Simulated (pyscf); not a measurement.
HC≡CH + HBr -> H₂C=CH–Br, an addition across a multiple bond or ene-type step (singlet surface; Br–H broken, C–H, Br–C formed). Single points on ωB97X-D3(BJ)/def2-SVP structures (PySCF, gas phase). MP2 and CC: frozen core, UHF for open shells. ΔMP2 is the change of the MP2 total energy from the triple- to the quadruple-zeta basis. Energies in kcal/mol from the separated reactants.

Small-basis levels: PySCF, no dispersion term, spherical d functions. GFN2-xTB: tblite. Cost: rough CPU time at the saddle relative to B3LYP/6-31G*+LANL2DZ, from one job on a shared machine.

| level | barrier | reaction energy | cost |
|---|---|---|---|
| HF/STO-3G | 83.3 | -56.3 | 0.1 |
| HF/3-21G | 50.6 | -37.4 | 0.1 |
| MP2/6-31G*+LANL2DZ | 46.8 | -37.2 | 0.2 |
| SVWN5/6-31G*+LANL2DZ | 11.5 | -54.9 | 2 |
| PBE/6-31G*+LANL2DZ | 20.7 | -46.0 | 2 |
| B3LYP/6-31G*+LANL2DZ | [?] | -41.3 | 1 |
| M06-2X/6-31G*+LANL2DZ | 30.4 | -43.7 | 2 |
| B3LYP/6-311+G**+LANL2DZ | 37.6 | -30.0 | 1 |
| GFN2-xTB | [?] | -35.8 | under 0.02 |
| CCSD(T)/def2-TZVPP + ΔMP2(QZVPP) | [?] | -32.4 | – |

### Question
Some entries are withheld; supply them.

### Answer

- B3LYP/6-31G*+LANL2DZ, barrier: 28.8
- GFN2-xTB, barrier: 35.2
- CCSD(T)/def2-TZVPP + ΔMP2(QZVPP), barrier: 43.9

Against the last row the barrier runs from -32.4 (SVWN5/6-31G*+LANL2DZ) to +39.4 kcal/mol (HF/STO-3G). CCSD(T)/def2-TZVPP + ΔMP2(QZVPP) has limits of its own. One saddle was located; it need not be the lowest between these sides. The CCSD(T) − MP2 part came from Ansatz, without density fitting, on the same reference. The frozen core leaves the outer d or s,p core shells of the metals and heavy elements correlated in the MP2 and CC values, and def2-TZVPP describes them poorly, which can shift differences by a few kcal/mol. In the def2 sets elements up to Kr have no core potential.
